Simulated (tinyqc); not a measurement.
Pariser-Parr-Pople SCF with singles CI, for the molecule C=C(F)C=O (SMILES; centres numbered as the heavy atoms are written), step by step. One step of it, computed by the program tinyqc.

Task: Iteration 2: orbitals and new P. Diagonalise F (the basis is taken as orthonormal) and form P = 2 sum c c over the lowest orbitals.

F (eV), order 1C, 2C, 3F, 4C, 5O:
```
[[-5.902671, -4.653323, 0.515185, -0.368996, 0.503556],
 [-4.653323, -5.977551, -2.772834, -3.399156, 0.157512],
 [0.515185, -2.772834, -19.179518, 0.060182, 0.059570],
 [-0.368996, -3.399156, 0.060182, -5.125755, -4.768516],
 [0.503556, 0.157512, 0.059570, -4.768516, -8.337940]]
```

pi electrons, sum of z_r less the charge = 6

Give: orbital energies; P after iteration 2.

Result:

orbital energies (eV): [-19.7854, -12.6640, -10.2033, -2.5429, 0.6722]

P after iteration 2, order 1C, 2C, 3F, 4C, 5O:
```
[[0.9494, 0.9045, -0.1688, 0.1766, -0.3459],
 [0.9045, 0.9870, 0.1741, 0.3853, -0.0545],
 [-0.1688, 0.1741, 1.9693, -0.0376, -0.0123],
 [0.1766, 0.3853, -0.0376, 0.7381, 0.8662],
 [-0.3459, -0.0545, -0.0123, 0.8662, 1.3562]]
```
